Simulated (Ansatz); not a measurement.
# C₃H₇ (doublet): the correlation ladder, cc-pVDZ

How much of the correlation energy of C₃H₇ (doublet) does each wave-function method recover here?

The runs use Ansatz 0.2.0, Gaussian basis; cc-pVDZ, core rule «outside noble gas», up to 3 orbitals frozen.

Plan: UHF; CCSD(T) on ROHF; CCSD(T) on UHF; BCCD(T) on ROHF; CISD; CCSDT(Q) on ROHF; CCSDT(Q) on UHF; CASSCF and MRCISD+Q, 9 electrons in 9 orbitals; CASSCF and NEVPT2, 9 electrons in 9 orbitals.

15 further runs of the same task are left out: 2 that didn't finish, 13 set aside as unsound or not needed.

### Step 1. The system

The geometry is an MP2(full)/6-31G* stationary point (not a proven minimum).

10 atoms, charge 0, spin multiplicity 2.

Atoms are counted from 1 here; the program's logs count them from 0.

Bond lengths: C1–C2 1.490 Å, C1–C3 1.490 Å, C1–H4 1.085 Å, C2–H5 1.093 Å, C2–H7 1.101 Å, C2–H8 1.095 Å, C3–H6 1.093 Å, C3–H9 1.095 Å, C3–H10 1.101 Å. Angles: C2–C1–C3 120.1°, C2–C1–H4 118.3°, C3–C1–H4 118.3°, C1–C2–H5 111.8°, C1–C2–H7 111.8°, C1–C2–H8 111.0°, H5–C2–H7 107.3°, H5–C2–H8 108.1°, H7–C2–H8 106.6°, C1–C3–H6 111.8°, C1–C3–H9 111.0°, C1–C3–H10 111.8°, H6–C3–H9 108.1°, H6–C3–H10 107.3°, H9–C3–H10 106.6°.

Geometry (Å):

```xyz
10
C3H7
C     0.0083    0.5239    0.0000
C     0.0083   -0.2197    1.2916
C     0.0083   -0.2197   -1.2916
H    -0.3288    1.5554    0.0000
H     0.2155    0.4392    2.1385
H     0.2155    0.4392   -2.1385
H    -0.9611   -0.7046    1.4846
H     0.7613   -1.0153    1.2862
H     0.7613   -1.0153   -1.2862
H    -0.9611   -0.7046   -1.4846
```

### Step 2. UHF

in.yaml

```yaml
crystal:
  periodic: [false, false, false]
  atoms:
    - {symbol: C, position_ang: [0.008318, 0.523871, 0.000000]}
    - {symbol: C, position_ang: [0.008318, -0.219721, 1.291572]}
    - {symbol: C, position_ang: [0.008318, -0.219721, -1.291572]}
    - {symbol: H, position_ang: [-0.328795, 1.555350, 0.000000]}
    - {symbol: H, position_ang: [0.215512, 0.439195, 2.138477]}
    - {symbol: H, position_ang: [0.215512, 0.439195, -2.138477]}
    - {symbol: H, position_ang: [-0.961062, -0.704608, 1.484633]}
    - {symbol: H, position_ang: [0.761276, -1.015287, 1.286239]}
    - {symbol: H, position_ang: [0.761276, -1.015287, -1.286239]}
    - {symbol: H, position_ang: [-0.961062, -0.704608, -1.484633]}
basis:
  gaussian: {orbitals: cc-pVDZ}
magnetization: {spin_polarized: true, initial_magnetization: 1}
hamiltonian: {xc: hf}
output: {orbitals: {seedname: orbitals}}
```

Started as:

```console
$ ansatz run in.yaml --threads 1 --pin off --events-out ev --progress --plain --max-ram 2880MiB --backend cpu
```

Further steps of the session: CCSD(T) on ROHF; CCSD(T) on UHF; BCCD(T) on ROHF; CISD; CCSDT(Q) on ROHF; CCSDT(Q) on UHF; CASSCF and MRCISD+Q, 9 electrons in 9 orbitals; CASSCF and NEVPT2, 9 electrons in 9 orbitals.

Before running them: what should the planned runs give, taken together? Wanted: UCCSDT(Q) below the RHF energy; RMP2 from UCCSDT(Q); UMP2 from UCCSDT(Q); RCCSD from UCCSDT(Q); RCCSD(T) from UCCSDT(Q); UCCSD(T) from UCCSDT(Q); RCCSDT(Q) from UCCSDT(Q); MRCISD+Q frontier from UCCSDT(Q); T1 diagnostic.

**Answer**, as computed:

| quantity | value |
| --- | --- |
| UCCSDT(Q) below the RHF energy | -13.0231 eV |
| RMP2 from UCCSDT(Q) | +166.3 kJ/mol |
| UMP2 from UCCSDT(Q) | +167.1 kJ/mol |
| RCCSD from UCCSDT(Q) | +36.1 kJ/mol |
| RCCSD(T) from UCCSDT(Q) | +4.1 kJ/mol |
| UCCSD(T) from UCCSDT(Q) | +4.1 kJ/mol |
| RCCSDT(Q) from UCCSDT(Q) | +0.1 kJ/mol |
| MRCISD+Q frontier from UCCSDT(Q) | +20.3 kJ/mol |
| levels within 1 kcal/mol (43 meV) | RCCSD(T), UCCSD(T), BCCD(T), RCCSDT, UCCSDT, RCCSDT(Q) |
| T1 diagnostic | 0.013 |

In words: RCCSD(T) lands +4.1 kJ/mol from the yardstick (0.3 % of the correlation energy). These misses are within one basis, not against nature; the frozen cores of restricted and unrestricted runs differ, which can shift their rows.
